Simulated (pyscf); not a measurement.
HS–Zn–SH (SMILES [SH][Zn][SH]) + H₂S (SMILES S) -> H₂S (SMILES S) + HS–Zn–SH (SMILES [SH][Zn][SH]) (four-centre exchange; singlet surface; S–Zn, H–S broken, H–S, S–Zn formed). Optimised with ωB97X-D3(BJ)/def2-SVP in PySCF. Energies in eV from the separated reactants.

```csv
level,barrier,reaction energy
ωB97X-D3(BJ)/def2-TZVP,0.16,0.00
PBE/def2-TZVP,0.05,0.00
r²SCAN/def2-TZVP,[?],0.00
PBE0-D3(BJ)/def2-TZVP,0.05,0.00
M06-2X/def2-TZVP,0.18,0.00
HF/def2-TZVP,[?],0.00
```

### Question
Complete the blanks.

### Answer

- r²SCAN/def2-TZVP, barrier: 0.04
- HF/def2-TZVP, barrier: 0.96

The functionals in the table span 0.14 eV in this barrier, from r²SCAN to M06-2X. On the reactant side the descent ends in an adduct with a S–Zn contact, 0.47 eV under the separated species and 0.63 eV under the saddle at ωB97X-D3(BJ)/def2-TZVP. On the product side the descent ends in an adduct with a S–Zn contact, 0.48 eV under the separated species and 0.64 eV under the saddle at ωB97X-D3(BJ)/def2-TZVP. What is counted as formed (S–Zn) is already present as a longer contact in the reactant adduct; forming that adduct is a step of its own. What is counted as broken (S–Zn) persists as a longer contact in the product adduct; parting that adduct is a step of its own. One saddle was located; it need not be the lowest between these sides. Elements up to Kr have no core potential and no relativistic terms here.
